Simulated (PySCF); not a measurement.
Species: P2F4.
Atom-mapped SMILES: `[F:1][P:2]([F:3])[P:4]([F:5])[F:6]`

A GFN2-xTB structure was refined with PBE0-D3(BJ)/def2-SVP geometry optimisation, gas phase in PySCF. Its GFN2-xTB values:

```tsv
coordinate	GFN2-xTB
F1–P2	1.619 Å
P2–P4	2.264 Å
F1–P2–F3	94.3°
F1–P2–P4	93.4°
```

Question: How do these coordinates change at the PBE0-D3(BJ)/def2-SVP level?

Answer: 
| coordinate | PBE0-D3(BJ)/def2-SVP (Å or °) | change |
| --- | --- | --- |
| P2–P4 | 2.271 | +0.007 |
| F1–P2 | 1.615 | -0.004 |
| F1–P2–F3 | 99.0 | +4.7 |
| F1–P2–P4 | 93.9 | +0.5 |

The energy falls by 0.049 eV over 6 energy and gradient evaluations, the largest force component goes from 0.0108 to 2.6e-04 Eh/bohr, and the atoms move by 0.043 Å rms after alignment. The bond that changes most is P2–P4 (both ends three-coordinate phosphorus), which lengthens by 0.007 Å. Bonds longer at the end by more than 0.005 Å: 1 of 5; shorter: 0. Rotational constants go from 3738, 1766, 1384 to 3593, 1802, 1369 MHz.

The run used 92 basis functions and 40 SCF cycles in all. Time: 17 s; peak memory 0.39 GiB. Hardware: Intel Xeon Platinum 8488C, one thread, no GPU, shared host.

PBE0-D3(BJ)/def2-SVP frequencies: not computed here. The numbers are those of one conformer.

The values belong to the conformer `[F:1][P:2]([F:3])[P:4]([F:5])[F:6]`: F1–P2–P4–F5 180°.
